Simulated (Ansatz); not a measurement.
A made-up structure of SiNH4S (charge +1), singlet:

N1  (-1.062, 0.449, -0.706)
Si2  (0.208, 0.139, 0.286)
S3  (1.236, -1.617, 0.105)
H4  (1.237, -2.700, -0.716)
H5  (-1.597, 1.307, -0.647)
H6  (0.547, 1.165, 1.279)
H7  (2.067, -1.272, 1.113)
(Å)

It is relaxed with PBE-D4/def2-SVP and then PBE0-D4/def2-TZVP (Ansatz 0.2.0). Atoms count as bonded within 1.22 times the sum of their covalent radii (H–H: 0.88 Å). The end point is not checked to be a true minimum.

Q: Does its bonding change? (A judgement: the text doesn't fix the answer.)

A: The calculation gives: No: no bond forms or breaks.

Where it ends: The first stage lowers the energy by 2.25 eV in 13 steps. It ends as SiNH₄S ([NH][SiH][SH2]), total charge +1:
```tsv
atom	x (Å)	y (Å)	z (Å)
N1	-0.7846	0.2300	-0.7520
Si2	0.1326	0.3480	0.5091
S3	1.0369	-1.7233	0.6802
H4	0.7011	-1.9946	-0.6039
H5	-1.4201	0.8940	-1.1738
H6	0.6401	1.1428	1.6457
H7	2.3294	-1.4255	0.4089
```

Labels in which every atom is bracketed show which atoms are joined, not bond orders.

For scale, one of the runs: PBE0-D4/def2-TZVP relaxation, 129 basis functions, launched by `ansatz run in.yaml --threads 2 --pin off --events-out ev --progress --plain --max-ram 4352MiB`. The run took about 21 s on 2 CPU threads of an Arm Neoverse V2 (shared host).
